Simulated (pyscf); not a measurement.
Thermochemistry of product channels of HN=SiH–Cl (SMILES N=[SiH]Cl) + H₂O (SMILES O) on the singlet surface, in kcal/mol, from CCSD(T)/def2-TZVPP + ΔMP2(QZVPP) energies (ideal gas, 1 atm, RRHO with modes under 100 cm⁻¹ raised to 100, one conformer, R ln 2 for chiral ones without a mode under 150 cm⁻¹). PySCF, gas phase, ωB97X-D3(BJ)/def2-SVP geometries. Correlated levels are frozen-core, on RHF or UHF. ΔMP2 is the change of the MP2 total energy from the triple- to the quadruple-zeta basis.

```csv
products,ΔE,ΔH(298 K),ΔG(298 K),ΔG(900 K)
H₂N–SiH(OH)–Cl (SMILES N[SiH](O)Cl),-79.1,-76.8,-66.7,-47.1
HN=SiH–OH (SMILES N=[SiH]O) + HCl (SMILES Cl),-2.2,-3.6,-2.9,-1.9
```

These are energies of the channels, which say nothing of barriers. HN=SiH–Cl lies 26.4 kcal/mol over its isomer H₂N–Si:–Cl [singlet] (electronic energy, ωB97M-D3(BJ)/def2-TZVP). HN=SiH–OH lies 22.7 kcal/mol over its isomer H₂N–Si:–OH [singlet] (electronic energy, ωB97M-D3(BJ)/def2-TZVP). The CCSD(T) − MP2 part came from Ansatz, without density fitting, on the same reference.
